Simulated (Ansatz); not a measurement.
**C3H7S radical: how energies converge with the basis set**

How large a basis does C3H7S radical need? Two functionals are run in growing sets.

Computed with Ansatz 0.2.0, Gaussian basis. Level: one geometry, several basis sets.

Levels to be run: PBE0-D4/def2-SVP; ωB97M-V/def2-SVP; PBE0-D4/def2-QZVPP; ωB97M-V/def2-QZVPP; the functionals' def2-TZVPP values are taken from earlier runs.

### 1 The geometry

All runs share one geometry, relaxed beforehand with PBE0-D4 in a triple-zeta def2 set.

SMILES `CC(C)[S]`, 11 atoms, charge 0, spin multiplicity 2.

Atoms are counted from 1 here; the program's logs count them from 0.

Bond lengths: C1–C2 1.521 Å, C1–H5 1.090 Å, C1–H6 1.093 Å, C1–H7 1.094 Å, C2–C3 1.521 Å, C2–S4 1.799 Å, C2–H8 1.101 Å, C3–H9 1.094 Å, C3–H10 1.093 Å, C3–H11 1.090 Å. Angles: C2–C1–H5 111.2°, C2–C1–H6 110.5°, C2–C1–H7 110.3°, H5–C1–H6 108.1°, H5–C1–H7 108.8°, H6–C1–H7 107.8°, C1–C2–C3 112.6°, C1–C2–S4 112.4°, C1–C2–H8 108.6°, C3–C2–S4 112.4°, C3–C2–H8 108.6°, S4–C2–H8 101.5°, C2–C3–H9 110.3°, C2–C3–H10 110.5°, C2–C3–H11 111.2°, H9–C3–H10 107.8°, H9–C3–H11 108.8°, H10–C3–H11 108.1°.

As a file:

```tsv
atom	x (Å)	y (Å)	z (Å)
C1	-0.4665	0.9746	-0.7039
C2	-0.0580	-0.4466	-0.3461
C3	0.6418	-0.5310	1.0022
S4	-1.4246	-1.6087	-0.4837
H5	-0.9257	1.0166	-1.6918
H6	-1.1870	1.3607	0.0214
H7	0.4058	1.6346	-0.6930
H8	0.6283	-0.8206	-1.1220
H9	1.5164	0.1260	1.0178
H10	-0.0298	-0.2127	1.8034
H11	0.9647	-1.5499	1.2164
```

### 2 PBE0-D4 in def2-SVP

in.yaml

```yaml
crystal:
  periodic: [false, false, false]
  atoms:
    - {symbol: C, position_ang: [-0.466537, 0.974568, -0.703943]}
    - {symbol: C, position_ang: [-0.058035, -0.446592, -0.346120]}
    - {symbol: C, position_ang: [0.641758, -0.530955, 1.002151]}
    - {symbol: S, position_ang: [-1.424554, -1.608685, -0.483687]}
    - {symbol: H, position_ang: [-0.925739, 1.016636, -1.691778]}
    - {symbol: H, position_ang: [-1.186962, 1.360658, 0.021385]}
    - {symbol: H, position_ang: [0.405825, 1.634634, -0.692991]}
    - {symbol: H, position_ang: [0.628292, -0.820581, -1.121956]}
    - {symbol: H, position_ang: [1.516374, 0.126023, 1.017839]}
    - {symbol: H, position_ang: [-0.029777, -0.212693, 1.803354]}
    - {symbol: H, position_ang: [0.964655, -1.549911, 1.216446]}
basis:
  gaussian: {orbitals: def2-SVP}
magnetization: {spin_polarized: true, initial_magnetization: 1}
hamiltonian: {xc: pbe0, dispersion: d4}
output: {orbitals: {seedname: orbitals}}
```

On the command line:

```
> ansatz run in.yaml --threads 4 --pin off --events-out ev --progress --plain --max-ram 10444MiB
```

Further steps of the session: ωB97M-V in def2-SVP; PBE0-D4 in def2-QZVPP; ωB97M-V in def2-QZVPP.

Before running them: what should the planned runs give, taken together? Wanted: PBE0-D4: double and triple zeta above quadruple; ωB97M-V: double and triple zeta above quadruple.

**Answer**, as computed:

| quantity | value |
| --- | --- |
| PBE0-D4: double and triple zeta above quadruple | 7.75, 0.52 eV |
| ωB97M-V: double and triple zeta above quadruple | 7.95, 0.50 eV |

In words: PBE0-D4 gains 7.23 eV from double to triple zeta, then 0.52 eV more. These are total energies; as a rule much of such shifts cancels in differences, which this series doesn't test.
